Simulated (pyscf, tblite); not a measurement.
H₃Si–SiH₃ (SMILES [SiH3][SiH3]) + H• (SMILES [H]) -> •H₂Si–SiH₃ (SMILES [SiH2][SiH3]) + H₂ (SMILES [H][H]): energy along the mass-weighted descent from the GFN2-xTB with spin polarisation saddle (tblite), relative to the relaxed reactant side, a complex of the molecules.

(s (amu^1/2 bohr), E (kcal/mol)): (-1.02, 0.4); (-0.600, 1.4); (0.120, 5.5); (0.720, 3.2); (1.44, 2.4); (1.82, 1.8); (1.98, 1.6); (2.15, 1.4); (2.29, 1.3); (2.41, 1.2); (2.47, 1.1)

### Question
The GFN2-xTB with spin polarisation barrier from the reactant side is 24.4 kJ/mol. What does ωB97X-D3(BJ) (PySCF) give from its own reactant-side minimum, in def2-SVP and in def2-TZVP?

### Answer
16.1 kJ/mol in the double-zeta basis after reoptimising the saddle, and 17.7 kJ/mol in the triple-zeta single point, so the tight-binding barrier lies 6.6 kJ/mol over the latter. The imaginary mode goes from 1512i to 900i cm⁻¹.
